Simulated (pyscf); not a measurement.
F–MoH(F)(F)(F)–F + ammonia (NH₃) -> H₂N–Mo(F)(F)(F)(F)–F + hydrogen (H₂), a four-centre exchange (singlet surface; H–Mo, H–N broken, Mo–N, H–H formed). PySCF, gas phase, ωB97X-D3(BJ)/def2-SVP geometries. Energies in kcal/mol from the separated reactants.

Small-basis levels: PySCF, no dispersion term, spherical d functions. AM1 to PM7: differences of heats of formation from MOPAC, which are fitted to 298 K values and so differ in kind from electronic energies by zero-point and thermal terms. GFN2-xTB: tblite. Cost: rough CPU time at the saddle relative to B3LYP/6-31G*+LANL2DZ, from one job on a shared machine.

| level | barrier | reaction energy | cost |
|---|---|---|---|
| HF/6-31G*+LANL2DZ | 50.6 | -8.3 | 0.1 |
| MP2/6-31G*+LANL2DZ | 18.6 | -39.7 | 0.2 |
| SVWN5/6-31G*+LANL2DZ | -0.7 | -24.9 | 1 |
| BP86/6-31G*+LANL2DZ | 17.1 | -21.5 | 2 |
| PBE/6-31G*+LANL2DZ | 15.3 | -21.4 | 2 |
| B3LYP/LANL2DZ | 12.2 | -27.6 | 0.8 |
| B3LYP/6-31G*+LANL2DZ | 23.9 | -19.3 | 1 |
| B3LYP/6-311+G**+LANL2DZ | 21.1 | -12.0 | 2 |
| GFN2-xTB | 20.3 | -2.0 | under 0.02 |
| AM1 | 51.8 | +16.8 | under 0.02 |
| PM6 | 8.5 | -22.5 | under 0.02 |
| PM7 | -21.1 | -69.3 | under 0.02 |
| ωB97M-D3(BJ)/def2-TZVP | 20.3 | -14.8 | – |

Against the last row the barrier runs from -41.5 (PM7) to +31.4 kcal/mol (AM1). At SVWN5/6-31G*+LANL2DZ, PM7 this geometry lies under one side, so the entry may be no barrier of that level: it is a single point on another level's saddle. ωB97M-D3(BJ)/def2-TZVP has limits of its own. On the reactant side the descent ends in an adduct with a Mo–N contact, 28.5 kcal/mol under the separated species and 47.6 kcal/mol under the saddle at ωB97X-D3(BJ)/def2-TZVP. What is counted as formed (Mo–N) is already present as a longer contact in the reactant adduct; forming that adduct is a step of its own. At the saddle there is also a short H–Mo contact that neither side keeps. One saddle was located; it need not be the lowest between these sides. In the def2 sets elements past Kr carry core potentials, without spin-orbit coupling.
